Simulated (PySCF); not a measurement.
# How exact exchange moves a shielding

Molecule: SMILES c1ccoc1, C4H4O.

Geometry:
```json
{"atom": "C1", "x (Å)": "0.866", "y (Å)": "-0.184", "z (Å)": "-0.520"}
{"atom": "C2", "x (Å)": "-0.456", "y (Å)": "-0.729", "z (Å)": "-0.562"}
{"atom": "C3", "x (Å)": "-1.164", "y (Å)": "-0.060", "z (Å)": "0.392"}
{"atom": "O4", "x (Å)": "-0.381", "y (Å)": "0.849", "z (Å)": "1.007"}
{"atom": "C5", "x (Å)": "0.844", "y (Å)": "0.771", "z (Å)": "0.451"}
{"atom": "H6", "x (Å)": "1.719", "y (Å)": "-0.467", "z (Å)": "-1.134"}
{"atom": "H7", "x (Å)": "-0.829", "y (Å)": "-1.515", "z (Å)": "-1.215"}
{"atom": "H8", "x (Å)": "-2.194", "y (Å)": "-0.117", "z (Å)": "0.734"}
{"atom": "H9", "x (Å)": "1.595", "y (Å)": "1.451", "z (Å)": "0.846"}
```

GIAO shieldings (ppm, equivalent atoms averaged) in PySCF on the PBE0-D3(BJ)/def2-SVP geometry, basis pcSseg-2, gas phase, non-relativistic:

| functional | exact exchange (%) | σ(O4) |
| --- | --- | --- |
| BLYP | 0 | 13.3 |
| BP86 | 0 | 16.8 |
| PBE | 0 | 15.7 |
| PBE0 | 25 | 23.9 |
| mPW1PW91 | 25 | 23.4 |
| BHandHLYP | 50 | 32.4 |
| HF | 100 | 59.9 |

(1) Fit each shielding as a line in the percentage of exact exchange.

(2) What does the line predict for B3LYP (20 %), and what does the run give?

Results:

(1) σ(O4) = 14.1 + 0.43 x (rms 2.1 ppm). The functionals also differ in their semilocal parts, which the line can't hold; Hartree–Fock has no correlation at all.

(2) σ(O4): 22.7 predicted, 19.9 computed ppm.
